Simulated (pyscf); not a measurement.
F–Si(SiH₃)(SiH₃)–SiH₃ (SMILES F[Si]([SiH3])([SiH3])[SiH3]) + NH₃ (SMILES N) → H₂N–SiH₂–Si(F)(SiH₃)–SiH₃ (SMILES N[SiH2][Si](F)([SiH3])[SiH3]) + H₂ (SMILES [H][H]), a four-centre exchange (singlet surface; H–Si, H–N broken, N–Si, H–H formed). Single points on ωB97X-D3(BJ)/def2-SVP structures (PySCF, gas phase). Energies in eV from the separated reactants.

Small-basis levels: PySCF, no dispersion term, spherical d functions. 

### Question
Quick HF/STO-3G single points give ΔE‡ = 4.05 eV and ΔE = +0.18 eV. What does ωB97M-D3(BJ)/def2-TZVP give, and how far is the quick result from it?

### Answer
ωB97M-D3(BJ)/def2-TZVP gives ΔE‡ = 1.82 eV and ΔE = -0.19 eV. HF/STO-3G lies 2.22 eV over it in the barrier and 0.37 eV over it in the reaction energy, so on this step it does not hold to within 0.13 eV. ωB97M-D3(BJ)/def2-TZVP has limits of its own. On the reactant side the descent ends in a complex (not fully relaxed), 0.27 eV under the separated species and 2.11 eV under the saddle at ωB97X-D3(BJ)/def2-TZVP. At the saddle there is also a short H–Si contact that neither side keeps. One saddle was located; it need not be the lowest between these sides.
